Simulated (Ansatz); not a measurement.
Process, species as SMILES: [CH]=C=O → C(=[CH-])=O (an electron is taken up)
B3LYP-D3(BJ)/def2-TZVP geometries, fixed; electronic energies without zero-point terms; positive where energy is released.

The adiabatic electron affinity at CCSD(T) with Ansatz (a program for electronic structure), in eV, split into its Hartree-Fock and correlation parts. Cores are frozen. Open shells are unrestricted. No added dispersion term, no relativity. Functions are those of the species that has most. These sets lack the diffuse functions that anions need.

| basis | X | functions | Hartree-Fock | CCSD(T) |
|---|---|---|---|---|
| cc-pVDZ | 2 | 47 | 0.533 | 1.390 |
| cc-pVTZ | 3 | 104 | 0.789 | 1.966 |
| cc-pVQZ | 4 | 195 | 0.890 | 2.185 |

Worked estimate of the basis-set limit from each neighbouring pair, with Hartree-Fock from the larger set and the correlation part extrapolated as X^-3.
Correlation parts: X = 2: 0.857, X = 3: 1.177, X = 4: 1.295.
- (2,3): (27·(1.177) - 8·(0.857))/19 = 1.312; with Hartree-Fock 0.789 the estimate is 2.101 eV.
- (3,4): (64·(1.295) - 27·(1.177))/37 = 1.381; with Hartree-Fock 0.890 the estimate is 2.271 eV.
The last two estimates differ by 0.170 eV; the largest set lies 0.086 from the last. Over the last step Hartree-Fock moves by 0.101 and the correlation part by 0.118.
